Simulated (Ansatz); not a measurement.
**CH2OSi: functionals against CCSD(T) at one geometry**

Aim: energy, forces and dipole at a frame of a short trajectory, from CCSD(T) and from density functionals.

Program: Ansatz 0.2.0, Gaussian basis. Level of theory: single points in def2-TZVPP. These are calculated values, not measurements.

Cores are frozen in the correlated methods.

### 1 The starting structure

SMILES `C=[Si]=O`, 5 atoms, charge 0, spin multiplicity 1.

Atoms are counted from 1 here; the program's logs count them from 0.

Bond lengths: C1–Si2 1.697 Å, C1–H4 1.121 Å, C1–H5 1.113 Å, Si2–O3 1.510 Å. Angles: Si2–C1–H4 112.5°, Si2–C1–H5 124.1°, H4–C1–H5 115.7°, C1–Si2–O3 172.6°.

As a file:

| atom | x (Å) | y (Å) | z (Å) |
| --- | --- | --- | --- |
| C1 | -0.1618 | 0.5831 | -0.4496 |
| Si2 | 0.3500 | -0.7320 | 0.4934 |
| O3 | 0.9335 | -1.9380 | 1.1899 |
| H4 | -0.1275 | 1.5522 | 0.1127 |
| H5 | -0.9340 | 0.5153 | -1.2488 |

### 2 PBE-D4/def2-TZVPP

File run/in.yaml:

```yaml
crystal:
  periodic: [false, false, false]
  atoms:
    - {symbol: C, position_ang: [-0.161758, 0.583074, -0.449618]}
    - {symbol: Si, position_ang: [0.350031, -0.732050, 0.493408]}
    - {symbol: O, position_ang: [0.933483, -1.937977, 1.189861]}
    - {symbol: H, position_ang: [-0.127485, 1.552178, 0.112658]}
    - {symbol: H, position_ang: [-0.933953, 0.515331, -1.248843]}
basis:
  gaussian: {orbitals: def2-TZVPP}
hamiltonian: {xc: pbe, dispersion: d4}
output: {forces: true}
```

Launch:

```
$ ansatz run in.yaml --threads 2 --pin off --events-out ev --progress --plain --max-ram 3481MiB
```

### 3 r2SCAN-D4/def2-TZVPP

Edit run/in.yaml of step 2 so:

```diff
@@ -10,3 +10,3 @@
   gaussian: {orbitals: def2-TZVPP}
-hamiltonian: {xc: pbe, dispersion: d4}
+hamiltonian: {xc: r2scan, dispersion: d4}
 output: {forces: true}
```

### 4 PBE0-D4/def2-TZVPP

Edit run/in.yaml of step 3 so:

```diff
@@ -10,3 +10,3 @@
   gaussian: {orbitals: def2-TZVPP}
-hamiltonian: {xc: r2scan, dispersion: d4}
-output: {forces: true}
+hamiltonian: {xc: pbe0, dispersion: d4}
+output: {forces: true, orbitals: {seedname: orbitals}}
```

### 5 wB97M-V/def2-TZVPP

Edit run/in.yaml of step 4 so:

```diff
@@ -10,3 +10,3 @@
   gaussian: {orbitals: def2-TZVPP}
-hamiltonian: {xc: pbe0, dispersion: d4}
-output: {forces: true, orbitals: {seedname: orbitals}}
+hamiltonian: {xc: {name: wB97M-V}}
+output: {forces: true}
```

### 6 CCSD(T)/def2-TZVPP

Edit run/in.yaml of step 5 so:

```diff
@@ -10,3 +10,3 @@
   gaussian: {orbitals: def2-TZVPP}
-hamiltonian: {xc: {name: wB97M-V}}
+correlation: {method: ccsd_t}
 output: {forces: true}
```

(Steps that only read results are left out.)

Before running it: what results should come out? Wanted: energy less free atoms, CCSD(T)/def2-TZVPP; RMS force component; RMS force error; HOMO and LUMO, PBE0-D4; T1 diagnostic.

The runs gave:

| quantity | value |
| --- | --- |
| energy less free atoms, CCSD(T)/def2-TZVPP | -420.2 kcal/mol |
| RMS force component | 0.507 to 0.604 eV/Å over the methods |
| RMS force error | PBE-D4 0.212, r2SCAN-D4 0.121, PBE0-D4 0.228, wB97M-V 0.253 eV/Å |
| HOMO and LUMO, PBE0-D4 | -7.10 and -2.28 eV |
| T1 diagnostic | 0.021 |

Against CCSD(T) the functionals' energies less atoms differ by -31.0 to -11.7 kcal/mol, PBE-D4 by -31.0 kcal/mol. CCSD(T) in triple zeta still lacks some correlation energy of the bonds, so part of these gaps is its own basis error and they don't rank the functionals. The forces of r2SCAN-D4 come nearest to CCSD(T), those of wB97M-V are farthest. Frozen-core CCSD(T) forces in triple zeta carry basis errors of their own, and this is one geometry, so small gaps rank nothing.
